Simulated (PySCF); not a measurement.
C₃H₇Cl.
Structure used (PBE0-D3(BJ)/def2-SVP), in Å, numbered top down from 1:
```xyz
11
C3H7Cl angstrom
C     -1.2645    0.2488    0.0978
C     -0.0409   -0.6400   -0.0449
C      1.2781    0.0956    0.0684
Cl     1.4956    1.3037   -1.2403
H     -1.2784    0.7560    1.0759
H     -2.1924   -0.3352    0.0092
H     -1.2739    1.0246   -0.6820
H     -0.0663   -1.1742   -1.0092
H     -0.0422   -1.4178    0.7397
H      1.3527    0.6470    1.0173
H      2.1303   -0.5939   -0.0009
```

Method: PySCF 2.14.0, density-fitted response routines, TDDFT B3LYP/def2-SVPD, vertical, gas phase, core orbitals frozen in the response.

Q: Predict the UV-vis stick spectrum at this level.

A: 

| state | E (eV) | E (hartree) | f | \|μ\| (D) | main configurations (H = HOMO, L = LUMO) |
| --- | --- | --- | --- | --- | --- |
| S1 | 7.17 | 0.2636 | 0.0032 | 0.34 | H→L (79%), H→L+1 (18%) |
| S2 | 7.26 | 0.2668 | 0.0046 | 0.41 | H-1→L (80%), H-1→L+1 (17%) |
| S3 | 7.65 | 0.2810 | 0.0078 | 0.52 | H→L+1 (77%), H→L (19%) |
| S4 | 7.75 | 0.2849 | 0.036 | 1.11 | H-1→L+1 (78%), H-1→L (18%) |
| S5 | 8.42 | 0.3094 | 0.011 | 0.59 | H→L+2 (93%) |
| S6 | 8.48 | 0.3115 | 0.0082 | 0.50 | H→L+3 (56%), H-1→L+2 (39%) |
| S7 | 8.50 | 0.3125 | 0.0085 | 0.51 | H-1→L+2 (51%), H→L+3 (40%) |
| S8 | 8.58 | 0.3153 | 0.014 | 0.66 | H-1→L+3 (85%) |
| S9 | 8.81 | 0.3238 | 0.017 | 0.71 | H-2→L (79%), H→L+4 (12%) |
| S10 | 8.85 | 0.3254 | 0.027 | 0.89 | H→L+4 (81%), H-2→L (12%) |

Triplets, Tamm–Dancoff:

```
state  E (eV)  λ (nm)  main configurations (H = HOMO, L = LUMO)
   T1    6.55   189.2                    H→L (68%), H→L+1 (24%)
   T2    6.63   186.9                H-1→L (66%), H-1→L+1 (26%)
   T3    7.52   164.8                    H→L+1 (66%), H→L (25%)
   T4    7.61   162.9                H-1→L+1 (67%), H-1→L (27%)
```

The lowest singlet comes at 173 nm (692 kJ/mol) in the vacuum ultraviolet; it is very weak; its leading configuration is HOMO→LUMO (79%). The most intense listed level is S4 at 7.75 eV (160 nm, f = 0.036), 0.58 eV above S1. Löwdin shares by element: HOMO chlorine 76%, carbon 13% or more, hydrogen 4% or more; LUMO chlorine 36%, carbon 21% or more, hydrogen 19% or more (atoms not listed hold the other 24%). Of the 10 states listed, 5 reach f = 0.01 and none stays under 0.0005. Weighted by f, the mean energy of these states is 8.29 eV. Orbital energies (eV): HOMO-3 -9.92, HOMO-2 -9.50, HOMO-1 -8.18, HOMO -8.11, LUMO 0.28, LUMO+1 0.50, LUMO+2 1.17. All these states lie below the vertical ionisation energy of 10.80 eV (ΔSCF). Only the lowest 10 singlets were computed, as vertical energies without vibronic structure.

One conformer stands for the species.
